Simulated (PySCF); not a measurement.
# AlCl: frontier orbitals

TPSSh at R = 2.177 Å; basis Al aug-cc-pV(D+d)Z, Cl aug-cc-pV(D+d)Z; no relativity; PySCF 2.14. State: ¹Σ⁺ (singlet), closed shell. Only the outer orbitals are listed, counted within each symmetry.

```csv
orbital,occ.,ε (eV),on Al (%),main shells (%)
7σ,2,-21.18,3,97 Cl s
8σ,2,-10.60,34,"63 Cl p, 29 Al s"
3π,2,-8.47,5,94 Cl p
3π,2,-8.47,5,94 Cl p
9σ,2,-6.62,83,"65 Al s, 17 Cl p, 17 Al p"
4π,0,-2.14,98,97 Al p
4π,0,-2.14,98,97 Al p
10σ,0,-0.27,108,"92 Al p, 9 Al d"
```

**Question.** Which are the highest filled and the lowest empty level, where do they sit, and how wide is the gap?

**Answer.** Highest filled 9σ at -6.62 eV (in %: 65 Al s, 17 Cl p, 17 Al p); lowest empty 4π at -2.14 eV (in %: 97 Al p); the gap at TPSSh is 4.48 eV.

```
bond order (Mayer)                               : 0.90
⟨S²⟩                                             : 0.000
charge on Al (Mulliken, basis-dependent)         : 0.39
charge on Al (Löwdin, basis-dependent)           : 0.38
dipole moment (positive dipole means Al(−)Cl(+)) : -1.67 D
```

Shares are Mulliken populations and can fall outside 0 to 100 %.
